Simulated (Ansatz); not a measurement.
Geometry optimisation, Ansatz, RKS B3LYP-D4/6-31G*.

input.yaml

```yaml
crystal:
  periodic: [false, false, false]
  atoms:
    - { symbol: B, position_ang: [0.0, 0.0, 0.0] }
    - { symbol: O, position_ang: [0.0, 0.0, 1.41] }
    - { symbol: H, position_ang: [-0.9095, -0.2814, 1.7471] }
    - { symbol: Cl, position_ang: [1.6108, 0.0, -0.93] }
    - { symbol: H, position_ang: [-1.0305, 0.0, -0.595] }
basis:
  gaussian: { orbitals: "6-31G*" }
hamiltonian:
  xc: b3lyp
  dispersion: d4
relax:
  f_tol: 0.02
  max_steps: 40
output:
  orbitals: {}
```

Launched with:

```bash
$ ansatz run input.yaml --threads 1 --pin off --max-ram 2048MiB --backend cpu --events-out ev --progress --plain --runs-dir out
```

Problem. Where does it end, and by what steps?

Solution. It converged. After 5 steps the energy has fallen by 0.268 eV; O2 moved furthest, 0.13 Å.

| step | energy less start (eV) | largest force component (eV/Å) | accepted |
| --- | --- | --- | --- |
| 0 | 0.0000 | 1.836 | yes |
| 1 | -0.0728 | 2.989 | yes |
| 2 | -0.1508 | 2.201 | yes |
| 3 | -0.2665 | 0.358 | yes |
| 4 | -0.2684 | 0.033 | yes |
| 5 | -0.2684 | 0.001 | yes |

```xyz
5
Properties=species:S:1:pos:R:3
B -0.006 -0.036 0.011
O 0.025 -0.118 1.356
H -0.867 -0.160 1.734
Cl 1.537 0.050 -0.848
H -1.018 -0.018 -0.621
```

Time of the run: 5.2 s on 1 thread of Intel(R) Xeon(R) 6975P-C (Granite Rapids), on a shared host, peak memory 0.14 GiB.
